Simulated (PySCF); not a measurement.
Compound: 2,3-dimethyl-1-butene, C6H12.
Bonds: C1–C2 (double), C2–C3, C2–C4, C4–C5, C4–C6. Hydrogens: H7, H8 on C1; H9, H10, H11 on C3; H12 on C4; H13, H14, H15 on C5; H16, H17, H18 on C6.

Torsions of this conformer, `[CH2:1]=[C:2]([CH3:3])[CH:4]([CH3:5])[CH3:6]`: C1–C2–C4–C5 112°.

The closed-shell ground state was solved at several levels (PySCF, density fitting, gas phase, non-relativistic). Geometry: PBE0-D3(BJ)/def2-SVP, one conformer, isolated molecule.

```
            level  basis functions  total energy (Eh)  HOMO (eV)  LUMO (eV)  gap (eV)  dipole (D)
     KT2/pcSseg-1              162          -239.9631      -5.92      -0.44      5.48        0.50
wB97X-D/def2-SVPD              216          -235.6132      -8.88       2.30     11.18        0.51
      B3LYP/pcJ-1              282          -235.8734      -6.79       0.36      7.15        0.48
```

**Question.** Estimate the row for PBE0/pcSseg-1, a basis of 162 functions; the other rows only guide the guess.

**Answer.** Total energy -235.5217 Eh, HOMO -7.02 eV, LUMO 0.59 eV, gap 7.61 eV, dipole 0.51 D.

**Question.** Over all these levels, which gives the widest orbital gap and which the narrowest?

**Answer.** wB97X-D/def2-SVPD (range-separated hybrid) has the widest, 11.18 eV, and KT2/pcSseg-1 (GGA) the narrowest, 5.48 eV. Functional and basis both differ between the two, so the spread mixes both effects.

**Question.** How far do the dipole and the HOMO energy spread over the levels?

**Answer.** The dipole runs from 0.48 to 0.51 D (mean 0.50 D) and the HOMO from -8.88 to -5.92 eV.

Note: wB97X-D ran without an empirical dispersion term, which enters the total energy and its gradient alone.
